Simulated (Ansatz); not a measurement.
**CH3+ (triplet): the correlation ladder at distance C1–H3 = 2.351 Å, cc-pVDZ**

Aim: climb from Hartree-Fock through coupled cluster and multireference methods for CH3+ (triplet) at one geometry and basis, and see what each rung misses.

Computed with Ansatz 0.2.0, Gaussian basis. Level: cc-pVDZ, core rule «outside noble gas», up to 1 orbitals frozen.

The runs, in order: UHF; CCSD(T) on ROHF; CCSD(T) on UHF; BCCD(T) on ROHF; CISD; CCSDT(Q) on ROHF; CCSDT(Q) on UHF; CASSCF and MRCISD+Q, 4 electrons in 4 orbitals; CASSCF and NEVPT2, 4 electrons in 4 orbitals; CASSCF and MRCISD+Q, 6 electrons in 7 orbitals; CASSCF and NEVPT2, 6 electrons in 7 orbitals; Full CI.

14 further runs of the same task are left out: 11 that didn't finish, 3 set aside as unsound or not needed.

### Step 1. The system

The geometry derives from a PBE0/def2-TZVP stationary point (not a proven minimum). One bond is set to the value named and the two fragments are kept rigid.

4 atoms, charge 1, spin multiplicity 3.

Atoms are counted from 1 here; the program's logs count them from 0.

Bond lengths: C1–H2 1.170 Å, C1–H4 1.170 Å. Angles: H2–C1–H4 71.5°.

Geometry (Å):

```tsv
atom	x (Å)	y (Å)	z (Å)
C1	0.0000	0.0000	-0.0302
H2	0.0000	0.6835	-0.9803
H3	0.0000	0.0000	2.3208
H4	0.0000	-0.6835	-0.9803
```

### Step 2. UHF

in.yaml reads:

```yaml
crystal:
  periodic: [false, false, false]
  atoms:
    - {symbol: C, position_ang: [0.000000, 0.000000, -0.030231]}
    - {symbol: H, position_ang: [0.000000, 0.683459, -0.980266]}
    - {symbol: H, position_ang: [0.000000, 0.000000, 2.320769]}
    - {symbol: H, position_ang: [0.000000, -0.683459, -0.980266]}
basis:
  gaussian: {orbitals: cc-pVDZ}
total_charge: 1
magnetization: {spin_polarized: true, initial_magnetization: 2}
hamiltonian: {xc: hf}
output: {orbitals: {seedname: orbitals}}
```

Run with:

```console
$ ansatz run in.yaml --threads 1 --pin off --events-out ev --progress --plain --max-ram 2393MiB
```

After this run come: CCSD(T) on ROHF; CCSD(T) on UHF; BCCD(T) on ROHF; CISD; CCSDT(Q) on ROHF; CCSDT(Q) on UHF; CASSCF and MRCISD+Q, 4 electrons in 4 orbitals; CASSCF and NEVPT2, 4 electrons in 4 orbitals; CASSCF and MRCISD+Q, 6 electrons in 7 orbitals; CASSCF and NEVPT2, 6 electrons in 7 orbitals; Full CI.

**Question.** What will the summary of the whole plan be? Wanted: FCI below the RHF energy; RMP2 from FCI; UMP2 from FCI; RCCSD from FCI; RCCSD(T) from FCI; UCCSD(T) from FCI; RCCSDT(Q) from FCI; UCCSDT(Q) from FCI; NEVPT2 pair from FCI.

**Answer**, as computed:

| quantity | value |
| --- | --- |
| FCI below the RHF energy | -3.0189 eV |
| RMP2 from FCI | +68.0 kJ/mol |
| UMP2 from FCI | +67.9 kJ/mol |
| RCCSD from FCI | +6.9 kJ/mol |
| RCCSD(T) from FCI | +1.7 kJ/mol |
| UCCSD(T) from FCI | +1.7 kJ/mol |
| RCCSDT(Q) from FCI | +0.1 kJ/mol |
| UCCSDT(Q) from FCI | 0.0 kJ/mol |
| NEVPT2 pair from FCI | +63.8 kJ/mol |
| MRCISD+Q pair from FCI | -0.1 kJ/mol |
| NEVPT2 valence from FCI | +33.0 kJ/mol |
| levels within 1 kcal/mol (43 meV) | RCCSD(T), UCCSD(T), BCCD(T), RCCSDT, UCCSDT, RCCSDT(Q), UCCSDT(Q), MRCISD+Q pair, MRCISD valence, MRCISD+Q valence |
| T1 diagnostic | 0.016 |
| effectively unpaired electrons | 2.03 |

In words: RCCSD(T) misses by +1.7 kJ/mol, 0.6 % of the correlation energy. One determinant dominates. Of the multireference levels listed MRCISD+Q pair comes nearest in total energy (-0.1 kJ/mol), which doesn't show that its space is the better one. Coupled cluster took another determinant than the lowest Hartree-Fock one. These misses are within one basis, not against nature; the frozen cores of restricted and unrestricted runs differ, which can shift their rows.
